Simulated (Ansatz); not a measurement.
System: C$_{2}$HO, charge 0, doublet. C2HO (SMILES [CH]=C=O, doublet).
B3LYP-D3(BJ)/def2-TZVP minimum from Ansatz (a first-principles code):
```
C
O 1 1.1710
C 1 1.2878 2 170.77
H 3 1.0711 1 137.10 2 -180.00
```
Charge 0, spin multiplicity 2.

Quantity: atomisation energy (electronic, to ground-state atoms), in kcal/mol. Radicals and triplets start from unrestricted determinants; spin-orbit coupling is neglected. CBS(X,Y): correlation extrapolated as X^-3, Hartree-Fock from the larger set. A bracket is a step between two methods taken in the basis named. Functionals run without relativity, which enters their misses. Double hybrids freeze cores in their MP2 part. 'core' is core correlation in cc-pwCVTZ, 'X2C' scalar relativity in cc-pVTZ-DK, both at CCSD(T). Where a partner has so few electrons that a lower coupled-cluster level is exact, that level stands in. The UHF reference of C2HO ([CH]=C=O, doublet) is spin-contaminated (<S^2> up to 0.07 over the pure value in the sets run).

CCSD(T)/CBS(cc-pVTZ,cc-pVQZ) + [CCSDT(Q) - CCSD(T)]/cc-pVTZ + core + X2C (Ansatz) gives 420.6 kcal/mol.

How far off this value is PBE/def2-TZVPD (Ansatz), in which direction, and which of these levels come nearer: r2SCAN/def2-TZVPD, B3LYP/def2-TZVPD, PBE0/def2-TZVPD, wB97M-V/def2-TZVPD, B2PLYP/def2-TZVPD, CCSD(T)/CBS(cc-pVTZ,cc-pVQZ) + core + X2C?

PBE gives 449.6 kcal/mol, 29.0 kcal/mol above it. Differences of the others: r2SCAN/def2-TZVPD (Ansatz) 10.2; B3LYP/def2-TZVPD (Ansatz) 2.8; PBE0/def2-TZVPD (Ansatz) 7.6; wB97M-V/def2-TZVPD (Ansatz) 2.1; B2PLYP/def2-TZVPD (Ansatz) -0.3; CCSD(T)/CBS(cc-pVTZ,cc-pVQZ) + core + X2C (Ansatz) -0.9 kcal/mol. Nearer than PBE: r2SCAN/def2-TZVPD, B3LYP/def2-TZVPD, PBE0/def2-TZVPD, wB97M-V/def2-TZVPD, B2PLYP/def2-TZVPD, CCSD(T)/CBS(cc-pVTZ,cc-pVQZ) + core + X2C.
